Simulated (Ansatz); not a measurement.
Run this with Ansatz 0.2.0, Python API and show what comes out.

Script `ch4o.py`:
```python
# -*- coding: utf-8 -*-
"""Binding of a CH4O dimer at a trial geometry."""

import ansatz as az

FIRST = [
    ("C", (-0.09, -0.2115, -0.2818)),
    ("O", (-0.1654, 0.3133, 1.0209)),
    ("H", (-0.8679, -0.9688, -0.3547)),
    ("H", (0.8814, -0.6796, -0.4743)),
    ("H", (-0.2714, 0.5585, -1.0395)),
    ("H", (0.5133, 0.9881, 1.1293)),
]
SECOND = [
    ("C", (-2.7277, 0.6088, 1.1839)),
    ("O", (-2.5228, -0.396, 2.1466)),
    ("H", (-2.1791, 1.4829, 1.529)),
    ("H", (-3.7875, 0.8685, 1.089)),
    ("H", (-2.3434, 0.3128, 0.2018)),
    ("H", (-2.9979, -1.1903, 1.8801)),
]

def energy(atoms, ghosts=()):
    molecule = az.Crystal.molecule()
    for symbol, xyz in atoms:
        molecule = molecule.atom(symbol, xyz)
    calc = (
        molecule.calculation()
        .basis(gaussian="def2-SVP")
        .functional("r2SCAN")
    )
    deck = calc.input()
    if ghosts:
        deck = deck.set(az.key.basis.gaussian.ghost_atoms, [{"symbol": s, "position_ang": list(xyz)} for s, xyz in ghosts])
    return az.Session.from_dict(deck).plan().execute().report["free_energy_ev"]


def main():
    # ghost atoms carry the functions of the partner
    both = energy(FIRST + SECOND)
    alone = energy(FIRST) + energy(SECOND)
    ghosted = energy(FIRST, SECOND) + energy(SECOND, FIRST)
    print(f"dimer {both:.6f} eV")
    print(f"interaction, uncorrected   {23.060548 * (both - alone):8.3f} kcal/mol")
    print(f"interaction, counterpoise  {23.060548 * (both - ghosted):8.3f} kcal/mol")
    print(f"basis-set superposition    {23.060548 * (alone - ghosted):8.3f} kcal/mol")


if __name__ == "__main__":
    main()
```

```console
$ python ch4o.py
dimer -6288.922153 eV
interaction, uncorrected      4.825 kcal/mol
interaction, counterpoise     7.748 kcal/mol
basis-set superposition       2.923 kcal/mol
```

Uncorrected it is 4.825 kcal/mol, with the counterpoise correction 7.748 kcal/mol; the difference, 2.92 kcal/mol, is the superposition error. In this basis both values are repulsive.

Notes:
- These settings explore the input space; basis and method may be short of convergence.
- The dimer is a generated trial pose of unrelaxed monomers, not a minimum, so the figure is no binding energy, and the basis set is small.
- This level lacks the dispersion part of the attraction (electrostatics and induction are there), which can decide the sign where the interaction is weak.
- The whole script took 10 s on 1 thread of Arm Neoverse V2, with other jobs on the host, peak memory 0.19 GiB.
